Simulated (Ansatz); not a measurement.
# C4H7NO: how energies converge with the basis set

How large a basis does C4H7NO need? Two functionals are run in growing sets.

Computed with Ansatz 0.2.0, Gaussian basis. Level: one geometry, several basis sets.

Plan: PBE0-D4/def2-SVP; ωB97M-V/def2-SVP; PBE0-D4/def2-QZVPP; ωB97M-V/def2-QZVPP; the functionals' def2-TZVPP values are taken from earlier runs.

### Step 1. The geometry

All runs share one geometry, relaxed beforehand with PBE0-D4 in a triple-zeta def2 set.

SMILES `O=C1CCCN1`, 13 atoms, charge 0, spin multiplicity 1.

Atoms are counted from 1 here; the program's logs count them from 0.

Bond lengths: O1–C2 1.209 Å, C2–C3 1.520 Å, C2–N6 1.361 Å, C3–C4 1.525 Å, C3–H7 1.095 Å, C3–H8 1.089 Å, C4–C5 1.533 Å, C4–H9 1.092 Å, C4–H10 1.090 Å, C5–N6 1.443 Å, C5–H11 1.092 Å, C5–H12 1.098 Å, N6–H13 1.006 Å. Angles: O1–C2–C3 127.4°, O1–C2–N6 126.0°, C3–C2–N6 106.7°, C2–C3–C4 104.4°, C2–C3–H7 107.3°, C2–C3–H8 110.5°, C4–C3–H7 112.3°, C4–C3–H8 114.7°, H7–C3–H8 107.5°, C3–C4–C5 103.8°, C3–C4–H9 109.9°, C3–C4–H10 113.8°, C5–C4–H9 109.3°, C5–C4–H10 112.1°, H9–C4–H10 107.8°, C4–C5–N6 102.3°, C4–C5–H11 112.3°, C4–C5–H12 111.4° and more.

### Step 2. PBE0-D4 in def2-SVP

File in.yaml:

```yaml
crystal:
  periodic: [false, false, false]
  atoms:
    - {symbol: O, position_ang: [1.161306, 1.637010, -1.619744]}
    - {symbol: C, position_ang: [0.610925, 0.895421, -0.839746]}
    - {symbol: C, position_ang: [0.232491, -0.559692, -1.060773]}
    - {symbol: C, position_ang: [-0.132744, -1.071543, 0.328028]}
    - {symbol: C, position_ang: [-0.566244, 0.190960, 1.082199]}
    - {symbol: N, position_ang: [0.189148, 1.222405, 0.412389]}
    - {symbol: H, position_ang: [-0.621305, -0.572673, -1.745855]}
    - {symbol: H, position_ang: [1.047421, -1.096633, -1.544279]}
    - {symbol: H, position_ang: [0.750287, -1.494947, 0.811940]}
    - {symbol: H, position_ang: [-0.910546, -1.834983, 0.325311]}
    - {symbol: H, position_ang: [-0.322784, 0.142994, 2.145936]}
    - {symbol: H, position_ang: [-1.647385, 0.359540, 0.991379]}
    - {symbol: H, position_ang: [0.209441, 2.182133, 0.713223]}
basis:
  gaussian: {orbitals: def2-SVP}
hamiltonian: {xc: pbe0, dispersion: d4}
output: {orbitals: {seedname: orbitals}}
```

Command:

```bash
ansatz run in.yaml --threads 4 --pin off --events-out ev --progress --plain --max-ram 10444MiB
```

The runs that follow: ωB97M-V in def2-SVP; PBE0-D4 in def2-QZVPP; ωB97M-V in def2-QZVPP.

**Question.** What will the summary of the whole plan be? Wanted: PBE0-D4: double and triple zeta above quadruple; ωB97M-V: double and triple zeta above quadruple.

The runs gave:

| quantity | value |
| --- | --- |
| PBE0-D4: double and triple zeta above quadruple | 9.08, 0.42 eV |
| ωB97M-V: double and triple zeta above quadruple | 9.41, 0.40 eV |

What this shows: PBE0-D4 gains 8.66 eV from double to triple zeta, then 0.42 eV more. These are total energies; as a rule much of such shifts cancels in differences, which this series doesn't test. The LUMO of ωB97M-V is positive and keeps falling with the basis (3.17 to 1.52 eV): an unbound level that the basis holds in place.
